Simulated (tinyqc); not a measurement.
Inside a calculation (part 1 of 2). Method: ROHF in the sto-3g basis, for LiH, spin multiplicity 3. Computed by tinyqc, a small Python program that keeps every step (integrals from PySCF). Settings: charge = 0, multiplicity = 3, basis = sto-3g, energy threshold = 1e-08, iteration cap = 76, orthogonalisation = symmetric, start = core, DIIS depth = 0, method = ROHF. Command: `OMP_NUM_THREADS=1 python tinyqc.py 31040 31041 out.jsonl` (the two numbers bound the seeds that draw the settings). One thread of a shared host (Intel(R) Xeon(R) Processor @ 2.60GHz), about 0.06 s of CPU time with the checks. Later iterations appear only in the table of the cycle.

## One-electron integrals

Geometry (angstrom):
```
atom         x         y         z
Li    0.000000  0.000000  0.000000
H     0.000000  0.000000  2.459000
```

Basis sto-3g: exponents (1/bohr^2) and contraction coefficients of normalised primitives:
```
element  l (shell)   exponent  coefficient
Li           s (1)  16.119575     0.154329
Li           s (1)   2.936201     0.535328
Li           s (1)   0.794651     0.444635
Li           s (2)   0.636290    -0.099967
Li           s (2)   0.147860     0.399513
Li           s (2)   0.048089     0.700115
Li           p (3)   0.636290     0.155916
Li           p (3)   0.147860     0.607684
Li           p (3)   0.048089     0.391957
H            s (1)   3.425251     0.154329
H            s (1)   0.623914     0.535328
H            s (1)   0.168855     0.444635
```

Overlap, kinetic and nuclear-attraction integrals over the contracted functions; the nuclear repulsion is the sum of Za Zb / Rab.

nuclear repulsion = 0.64560050 hartree

overlap S, lower triangle:
```
           1Li 1s    1Li 2s   1Li 2px   1Li 2py   1Li 2pz     2H 1s
1Li 1s   1.000000
1Li 2s   0.241137  1.000000
1Li 2px  0.000000  0.000000  1.000000
1Li 2py  0.000000  0.000000  0.000000  1.000000
1Li 2pz  0.000000  0.000000  0.000000  0.000000  1.000000
2H 1s    0.009089  0.204740  0.000000  0.000000  0.306026  1.000000
```

kinetic energy T (hartree), lower triangle:
```
            1Li 1s    1Li 2s   1Li 2px   1Li 2py   1Li 2pz     2H 1s
1Li 1s    3.576786
1Li 2s   -0.020237  0.102163
1Li 2px   0.000000  0.000000  0.319682
1Li 2py   0.000000  0.000000  0.000000  0.319682
1Li 2pz   0.000000  0.000000  0.000000  0.000000  0.319682
2H 1s    -0.004833  0.004772  0.000000  0.000000  0.029007  0.760032
```

nuclear attraction V (hartree), lower triangle:
```
            1Li 1s     1Li 2s    1Li 2px    1Li 2py    1Li 2pz      2H 1s
1Li 1s   -8.198082
1Li 2s   -1.016236  -1.417380
1Li 2px   0.000000   0.000000  -1.389679
1Li 2py   0.000000   0.000000   0.000000  -1.389679
1Li 2pz  -0.006819  -0.074932   0.000000   0.000000  -1.443556
2H 1s    -0.035425  -0.299527   0.000000   0.000000  -0.451875  -1.872197
```

core Hamiltonian H = T + V (hartree), lower triangle:
```
            1Li 1s     1Li 2s    1Li 2px    1Li 2py    1Li 2pz      2H 1s
1Li 1s   -4.621295
1Li 2s   -1.036473  -1.315216
1Li 2px   0.000000   0.000000  -1.069998
1Li 2py   0.000000   0.000000   0.000000  -1.069998
1Li 2pz  -0.006819  -0.074932   0.000000   0.000000  -1.123875
2H 1s    -0.040258  -0.294755   0.000000   0.000000  -0.422868  -1.112165
```

## Two-electron integrals

Functions are numbered as in S; the eight-fold symmetry (ij|kl) = (ji|kl) = (kl|ij) leaves the list below.

Two-electron integrals (ij|kl) in chemists' order, unique and non-zero (hartree):
```
(11|11) 1.680395   (21|11) 0.265420   (21|21) 0.049941   (22|11) 0.397727
(22|21) 0.092860   (22|22) 0.290562   (31|31) 0.008981   (32|31) 0.013788
(32|32) 0.064184   (33|11) 0.396640   (33|21) 0.092880   (33|22) 0.290497
(33|33) 0.312946   (41|41) 0.008981   (42|41) 0.013788   (42|42) 0.064184
(43|43) 0.016869   (44|11) 0.396640   (44|21) 0.092880   (44|22) 0.290497
(44|33) 0.279207   (44|44) 0.312946   (51|51) 0.008981   (52|51) 0.013788
(52|52) 0.064184   (53|53) 0.016869   (54|54) 0.016869   (55|11) 0.396640
(55|21) 0.092880   (55|22) 0.290497   (55|33) 0.279207   (55|44) 0.279207
(55|55) 0.312946   (61|11) 0.009256   (61|21) 0.001778   (61|22) 0.003456
(61|33) 0.003408   (61|44) 0.003408   (61|51) 0.000257   (61|52) 0.000508
(61|55) 0.003556   (61|61) 0.000072   (62|11) 0.055681   (62|21) 0.013320
(62|22) 0.049050   (62|33) 0.046104   (62|44) 0.046104   (62|51) 0.001959
(62|52) 0.015609   (62|55) 0.054893   (62|61) 0.000595   (62|62) 0.018667
(63|31) 0.000633   (63|32) 0.003811   (63|53) 0.001892   (63|63) 0.000812
(64|41) 0.000633   (64|42) 0.003811   (64|54) 0.001892   (64|64) 0.000812
(65|11) 0.079941   (65|21) 0.019198   (65|22) 0.072036   (65|33) 0.067169
(65|44) 0.067169   (65|51) 0.003009   (65|52) 0.024231   (65|55) 0.081699
(65|61) 0.000869   (65|62) 0.028985   (65|65) 0.045161   (66|11) 0.215188
(66|21) 0.051882   (66|22) 0.208362   (66|33) 0.192241   (66|44) 0.192241
(66|51) 0.006804   (66|52) 0.071415   (66|55) 0.240376   (66|61) 0.002299
(66|62) 0.107442   (66|65) 0.170052   (66|66) 0.774606
```

## Orthogonalisation

S = U s U^T; symmetric (Loewdin) form X = U s^(-1/2) U^T, so that X^T S X = 1.

eigenvalues of S: 0.604013  0.811695  1.000000  1.000000  1.181155  1.403137

X, lower triangle:
```
            1Li 1s     1Li 2s   1Li 2px   1Li 2py    1Li 2pz     2H 1s
1Li 1s    1.023298
1Li 2s   -0.128182   1.041543
1Li 2px   0.000000   0.000000  1.000000
1Li 2py   0.000000   0.000000  0.000000  1.000000
1Li 2pz  -0.004343   0.027078  0.000000  0.000000   1.039076
2H 1s     0.016355  -0.115620  0.000000  0.000000  -0.167701  1.057063
```

## Starting guess

The start is the orbitals of the core Hamiltonian; D(s) = C_occ C_occ^T for each spin.

D(alpha) at the start, lower triangle:
```
            1Li 1s     1Li 2s   1Li 2px   1Li 2py   1Li 2pz     2H 1s
1Li 1s    1.063335
1Li 2s   -0.263637   1.097539
1Li 2px   0.000000   0.000000  0.000000
1Li 2py   0.000000   0.000000  0.000000  0.000000
1Li 2pz   0.002912  -0.029351  0.000000  0.000000  0.481825
2H 1s     0.028461  -0.125936  0.000000  0.000000  0.377043  0.304727
```

D(beta) at the start, lower triangle:
```
            1Li 1s     1Li 2s   1Li 2px   1Li 2py   1Li 2pz     2H 1s
1Li 1s    1.011274
1Li 2s   -0.024733   0.000605
1Li 2px   0.000000   0.000000  0.000000
1Li 2py   0.000000   0.000000  0.000000  0.000000
1Li 2pz   0.000308  -0.000008  0.000000  0.000000  0.000000
2H 1s     0.003996  -0.000098  0.000000  0.000000  0.000001  0.000016
```

## Iteration 1: building the Fock matrix

J_ij = sum D_kl (ij|kl) with D = D(alpha) + D(beta), K_ij = sum D_kl (ik|jl) for each spin; F = H + J - K(s); E = tr D H + tr D J / 2 - 0.5 sum_s tr D(s) K(s) + E_nn.

Coulomb J (hartree), lower triangle:
```
           1Li 1s    1Li 2s   1Li 2px   1Li 2py   1Li 2pz     2H 1s
1Li 1s   4.073382
1Li 2s   0.695612  1.336298
1Li 2px  0.000000  0.000000  1.320676
1Li 2py  0.000000  0.000000  0.000000  1.320676
1Li 2pz  0.003114  0.032454  0.000000  0.000000  1.360352
2H 1s    0.024870  0.237176  0.000000  0.000000  0.350469  1.094346
```

exchange K(alpha) (hartree), lower triangle:
```
           1Li 1s    1Li 2s   1Li 2px   1Li 2py   1Li 2pz     2H 1s
1Li 1s   1.706309
1Li 2s   0.273404  0.359834
1Li 2px  0.000000  0.000000  0.081603
1Li 2py  0.000000  0.000000  0.000000  0.081603
1Li 2pz  0.000591  0.018131  0.000000  0.000000  0.292947
2H 1s    0.013487  0.103960  0.000000  0.000000  0.200868  0.377661
```

exchange K(beta) (hartree), lower triangle:
```
           1Li 1s    1Li 2s   1Li 2px   1Li 2py   1Li 2pz     2H 1s
1Li 1s   1.686314
1Li 2s   0.257625  0.046184
1Li 2px  0.000000  0.000000  0.008444
1Li 2py  0.000000  0.000000  0.000000  0.008444
1Li 2pz  0.000443  0.000107  0.000000  0.000000  0.008460
2H 1s    0.008827  0.001607  0.000000  0.000000  0.000234  0.000065
```

F(alpha) (hartree), lower triangle:
```
            1Li 1s     1Li 2s   1Li 2px   1Li 2py    1Li 2pz      2H 1s
1Li 1s   -2.254222
1Li 2s   -0.614266  -0.338752
1Li 2px   0.000000   0.000000  0.169076
1Li 2py   0.000000   0.000000  0.000000  0.169076
1Li 2pz  -0.004296  -0.060609  0.000000  0.000000  -0.056470
2H 1s    -0.028875  -0.161539  0.000000  0.000000  -0.273268  -0.395480
```

F(beta) (hartree), lower triangle:
```
            1Li 1s     1Li 2s   1Li 2px   1Li 2py    1Li 2pz      2H 1s
1Li 1s   -2.234227
1Li 2s   -0.598486  -0.025102
1Li 2px   0.000000   0.000000  0.242235
1Li 2py   0.000000   0.000000  0.000000  0.242235
1Li 2pz  -0.004148  -0.042585  0.000000  0.000000   0.228017
2H 1s    -0.024215  -0.059186  0.000000  0.000000  -0.072633  -0.017885
```

total energy of this density = -7.62605040 hartree

## Iteration 1: Roothaan effective Fock matrix

With projectors Pc = D(beta) S, Po = (D(alpha) - D(beta)) S, Pv = 1 - D(alpha) S, the block xy is Px^T F Py; with Fc = (F(alpha) + F(beta))/2, the blocks are Fc for cc, oo, vv and cv, F(beta) for co and F(alpha) for ov.

effective F (hartree), lower triangle:
```
            1Li 1s     1Li 2s   1Li 2px   1Li 2py    1Li 2pz      2H 1s
1Li 1s   -2.244132
1Li 2s   -0.604304  -0.182655
1Li 2px   0.000000   0.000000  0.205655
1Li 2py   0.000000   0.000000  0.000000  0.205655
1Li 2pz  -0.003224  -0.046332  0.000000  0.000000   0.113903
2H 1s    -0.025627  -0.120400  0.000000  0.000000  -0.178027  -0.240184
```

## Iteration 1: diagonalisation and new density

Diagonalise F' = X^T F X, C = X C', fill 3 alpha and 1 beta electrons from the bottom; D(s) = C_occ C_occ^T. Each column has its largest component positive (the first on a tie).

F' = X^T F X (hartree), lower triangle:
```
           1          2         3         4          5          6
1  -2.194803
2  -0.335454  -0.050027
3   0.000000   0.000000  0.205655
4   0.000000   0.000000  0.000000  0.205655
5  -0.004977  -0.009729  0.000000  0.000000   0.176712
6   0.018082  -0.094739  0.000000  0.000000  -0.177530  -0.176048
```

orbital energies (hartree): MO1 -2.246067, MO2 -0.280402, MO3 0.028171, MO4 0.205655, MO5 0.205655, MO6 0.254132

coefficients C:
```
               MO1        MO2        MO3       MO4        MO5        MO6
1Li 1s    0.992184  -0.074705  -0.267565  0.000000   0.000000  -0.047496
1Li 2s    0.030750   0.235947   1.009681  0.000000   0.000000   0.198175
1Li 2px   0.000000   0.000000   0.000000  0.997619  -0.068965   0.000000
1Li 2py   0.000000   0.000000   0.000000  0.068965   0.997619   0.000000
1Li 2pz   0.002672   0.223205  -0.175678  0.000000   0.000000   1.013837
2H 1s    -0.003305   0.838460  -0.326707  0.000000   0.000000  -0.591083
```

D(alpha) after iteration 1, lower triangle:
```
            1Li 1s     1Li 2s   1Li 2px   1Li 2py   1Li 2pz     2H 1s
1Li 1s    1.061601
1Li 2s   -0.257272   1.076071
1Li 2px   0.000000   0.000000  0.000000
1Li 2py   0.000000   0.000000  0.000000  0.000000
1Li 2pz   0.032982  -0.124632  0.000000  0.000000  0.080690
2H 1s     0.021500  -0.132140  0.000000  0.000000  0.244534  0.809763
```

D(beta) after iteration 1, lower triangle:
```
            1Li 1s     1Li 2s   1Li 2px   1Li 2py    1Li 2pz     2H 1s
1Li 1s    0.984429
1Li 2s    0.030510   0.000946
1Li 2px   0.000000   0.000000  0.000000
1Li 2py   0.000000   0.000000  0.000000  0.000000
1Li 2pz   0.002651   0.000082  0.000000  0.000000   0.000007
2H 1s    -0.003279  -0.000102  0.000000  0.000000  -0.000009  0.000011
```

Within a degenerate level the vectors are fixed only up to a rotation; this is one choice.

## Iteration 2: building the Fock matrix

As before.

Coulomb J (hartree), lower triangle:
```
           1Li 1s    1Li 2s   1Li 2px   1Li 2py   1Li 2pz     2H 1s
1Li 1s   3.977090
1Li 2s   0.675859  1.299138
1Li 2px  0.000000  0.000000  1.281266
1Li 2py  0.000000  0.000000  0.000000  1.281266
1Li 2pz  0.003678  0.050565  0.000000  0.000000  1.327753
2H 1s    0.024166  0.257657  0.000000  0.000000  0.385365  1.325341
```

exchange K(alpha) (hartree), lower triangle:
```
           1Li 1s     1Li 2s   1Li 2px   1Li 2py   1Li 2pz     2H 1s
1Li 1s   1.701916
1Li 2s   0.267738   0.333442
1Li 2px  0.000000   0.000000  0.073471
1Li 2py  0.000000   0.000000  0.000000  0.073471
1Li 2pz  0.001514  -0.008993  0.000000  0.000000  0.167010
2H 1s    0.011060   0.124717  0.000000  0.000000  0.207805  0.698453
```

exchange K(beta) (hartree), lower triangle:
```
           1Li 1s    1Li 2s   1Li 2px   1Li 2py   1Li 2pz     2H 1s
1Li 1s   1.670412
1Li 2s   0.274844  0.055008
1Li 2px  0.000000  0.000000  0.009739
1Li 2py  0.000000  0.000000  0.000000  0.009739
1Li 2pz  0.000819  0.000233  0.000000  0.000000  0.009720
2H 1s    0.010381  0.002173  0.000000  0.000000  0.000331  0.000103
```

F(alpha) (hartree), lower triangle:
```
            1Li 1s     1Li 2s   1Li 2px   1Li 2py    1Li 2pz      2H 1s
1Li 1s   -2.346121
1Li 2s   -0.628352  -0.349520
1Li 2px   0.000000   0.000000  0.137797
1Li 2py   0.000000   0.000000  0.000000  0.137797
1Li 2pz  -0.004654  -0.015374  0.000000  0.000000   0.036869
2H 1s    -0.027152  -0.161815  0.000000  0.000000  -0.245307  -0.485277
```

F(beta) (hartree), lower triangle:
```
            1Li 1s     1Li 2s   1Li 2px   1Li 2py    1Li 2pz     2H 1s
1Li 1s   -2.314617
1Li 2s   -0.635458  -0.071087
1Li 2px   0.000000   0.000000  0.201529
1Li 2py   0.000000   0.000000  0.000000  0.201529
1Li 2pz  -0.003960  -0.024600  0.000000  0.000000   0.194158
2H 1s    -0.026473  -0.039271  0.000000  0.000000  -0.037834  0.213073
```

total energy of this density = -7.76975607 hartree

## Iteration 2: Roothaan effective Fock matrix

As before.

effective F (hartree), lower triangle:
```
            1Li 1s     1Li 2s   1Li 2px   1Li 2py    1Li 2pz      2H 1s
1Li 1s   -2.330148
1Li 2s   -0.635508  -0.209936
1Li 2px   0.000000   0.000000  0.169663
1Li 2py   0.000000   0.000000  0.000000  0.169663
1Li 2pz  -0.003664  -0.002762  0.000000  0.000000   0.180531
2H 1s    -0.026265  -0.099734  0.000000  0.000000  -0.090353  -0.171098
```

## Iteration 2: diagonalisation and new density

As before.

F' = X^T F X (hartree), lower triangle:
```
           1          2         3         4          5          6
1  -2.277183
2  -0.353982  -0.074814
3   0.000000   0.000000  0.169663
4   0.000000   0.000000  0.000000  0.169663
5  -0.010032   0.025542  0.000000  0.000000   0.222289
6   0.018101  -0.081444  0.000000  0.000000  -0.107004  -0.131714
```

orbital energies (hartree): MO1 -2.332705, MO2 -0.193152, MO3 0.003623, MO4 0.169663, MO5 0.169663, MO6 0.260811

coefficients C:
```
               MO1        MO2        MO3       MO4        MO5        MO6
1Li 1s    0.991075  -0.097827  -0.261150  0.000000   0.000000  -0.062113
1Li 2s    0.034896   0.318517   0.976022  0.000000   0.000000   0.245061
1Li 2px   0.000000   0.000000   0.000000  0.984340  -0.176280   0.000000
1Li 2py   0.000000   0.000000   0.000000  0.176280   0.984340   0.000000
1Li 2pz   0.002608   0.073719  -0.204646  0.000000   0.000000   1.030162
2H 1s    -0.004532   0.865018  -0.414843  0.000000   0.000000  -0.488642
```

D(alpha) after iteration 2, lower triangle:
```
            1Li 1s     1Li 2s   1Li 2px   1Li 2py   1Li 2pz     2H 1s
1Li 1s    1.059999
1Li 2s   -0.251463   1.055290
1Li 2px   0.000000   0.000000  0.000000
1Li 2py   0.000000   0.000000  0.000000  0.000000
1Li 2pz   0.048816  -0.176167  0.000000  0.000000  0.047321
2H 1s     0.019223  -0.129531  0.000000  0.000000  0.148653  0.920372
```

D(beta) after iteration 2, lower triangle:
```
            1Li 1s     1Li 2s   1Li 2px   1Li 2py    1Li 2pz     2H 1s
1Li 1s    0.982229
1Li 2s    0.034584   0.001218
1Li 2px   0.000000   0.000000  0.000000
1Li 2py   0.000000   0.000000  0.000000  0.000000
1Li 2pz   0.002584   0.000091  0.000000  0.000000   0.000007
2H 1s    -0.004491  -0.000158  0.000000  0.000000  -0.000012  0.000021
```

Within a degenerate level the vectors are fixed only up to a rotation; this is one choice.

## Iteration 3: building the Fock matrix

As before.

Coulomb J (hartree), lower triangle:
```
           1Li 1s    1Li 2s   1Li 2px   1Li 2py   1Li 2pz     2H 1s
1Li 1s   3.963249
1Li 2s   0.672946  1.293269
1Li 2px  0.000000  0.000000  1.274915
1Li 2py  0.000000  0.000000  0.000000  1.274915
1Li 2pz  0.002724  0.047715  0.000000  0.000000  1.322859
2H 1s    0.024022  0.259742  0.000000  0.000000  0.389127  1.359716
```

exchange K(alpha) (hartree), lower triangle:
```
           1Li 1s     1Li 2s   1Li 2px   1Li 2py   1Li 2pz     2H 1s
1Li 1s   1.700896
1Li 2s   0.267266   0.325527
1Li 2px  0.000000   0.000000  0.071464
1Li 2py  0.000000   0.000000  0.000000  0.071464
1Li 2pz  0.001774  -0.029783  0.000000  0.000000  0.144820
2H 1s    0.010347   0.121509  0.000000  0.000000  0.192470  0.747224
```

exchange K(beta) (hartree), lower triangle:
```
           1Li 1s    1Li 2s   1Li 2px   1Li 2py   1Li 2pz     2H 1s
1Li 1s   1.668870
1Li 2s   0.276038  0.055696
1Li 2px  0.000000  0.000000  0.009847
1Li 2py  0.000000  0.000000  0.000000  0.009847
1Li 2pz  0.000695  0.000199  0.000000  0.000000  0.009820
2H 1s    0.010329  0.002174  0.000000  0.000000  0.000331  0.000102
```

F(alpha) (hartree), lower triangle:
```
            1Li 1s     1Li 2s   1Li 2px   1Li 2py    1Li 2pz      2H 1s
1Li 1s   -2.358942
1Li 2s   -0.630792  -0.347475
1Li 2px   0.000000   0.000000  0.133453
1Li 2py   0.000000   0.000000  0.000000  0.133453
1Li 2pz  -0.005869   0.002566  0.000000  0.000000   0.054164
2H 1s    -0.026582  -0.156522  0.000000  0.000000  -0.226211  -0.499673
```

F(beta) (hartree), lower triangle:
```
            1Li 1s     1Li 2s   1Li 2px   1Li 2py    1Li 2pz     2H 1s
1Li 1s   -2.326916
1Li 2s   -0.639565  -0.077643
1Li 2px   0.000000   0.000000  0.195071
1Li 2py   0.000000   0.000000  0.000000  0.195071
1Li 2pz  -0.004789  -0.027416  0.000000  0.000000   0.189164
2H 1s    -0.026565  -0.037188  0.000000  0.000000  -0.034072  0.247449
```

total energy of this density = -7.77709436 hartree

## Iteration 3: Roothaan effective Fock matrix

As before.

effective F (hartree), lower triangle:
```
            1Li 1s     1Li 2s   1Li 2px   1Li 2py    1Li 2pz      2H 1s
1Li 1s   -2.342645
1Li 2s   -0.639320  -0.210215
1Li 2px   0.000000   0.000000  0.164262
1Li 2py   0.000000   0.000000  0.000000  0.164262
1Li 2pz  -0.004781   0.006522  0.000000  0.000000   0.166696
2H 1s    -0.026726  -0.090836  0.000000  0.000000  -0.078093  -0.141622
```

## Iteration 3: diagonalisation and new density

As before.

F' = X^T F X (hartree), lower triangle:
```
           1          2         3         4          5          6
1  -2.289300
2  -0.356240  -0.075623
3   0.000000   0.000000  0.164262
4   0.000000   0.000000  0.000000  0.164262
5  -0.012035   0.032822  0.000000  0.000000   0.204360
6   0.017431  -0.076153  0.000000  0.000000  -0.096757  -0.105331
```

orbital energies (hartree): MO1 -2.345247, MO2 -0.164319, MO3 -0.000211, MO4 0.164262, MO5 0.164262, MO6 0.243882

coefficients C:
```
               MO1        MO2        MO3        MO4       MO5        MO6
1Li 1s    0.991023  -0.107519  -0.254861   0.000000  0.000000  -0.072224
1Li 2s    0.035089   0.354273   0.953632   0.000000  0.000000   0.281408
1Li 2px   0.000000   0.000000   0.000000  -0.159541  0.987191   0.000000
1Li 2py   0.000000   0.000000   0.000000   0.987191  0.159541   0.000000
1Li 2pz   0.002974   0.062894  -0.245069   0.000000  0.000000   1.022024
2H 1s    -0.004630   0.850254  -0.428891   0.000000  0.000000  -0.502236
```

D(alpha) after iteration 3, lower triangle:
```
            1Li 1s     1Li 2s   1Li 2px   1Li 2py   1Li 2pz     2H 1s
1Li 1s    1.058641
1Li 2s   -0.246360   1.036154
1Li 2px   0.000000   0.000000  0.000000
1Li 2py   0.000000   0.000000  0.000000  0.000000
1Li 2pz   0.058644  -0.211320  0.000000  0.000000  0.064023
2H 1s     0.013300  -0.107944  0.000000  0.000000  0.158570  0.906901
```

D(beta) after iteration 3, lower triangle:
```
            1Li 1s     1Li 2s   1Li 2px   1Li 2py    1Li 2pz     2H 1s
1Li 1s    0.982126
1Li 2s    0.034774   0.001231
1Li 2px   0.000000   0.000000  0.000000
1Li 2py   0.000000   0.000000  0.000000  0.000000
1Li 2pz   0.002947   0.000104  0.000000  0.000000   0.000009
2H 1s    -0.004589  -0.000162  0.000000  0.000000  -0.000014  0.000021
```

Within a degenerate level the vectors are fixed only up to a rotation; this is one choice.
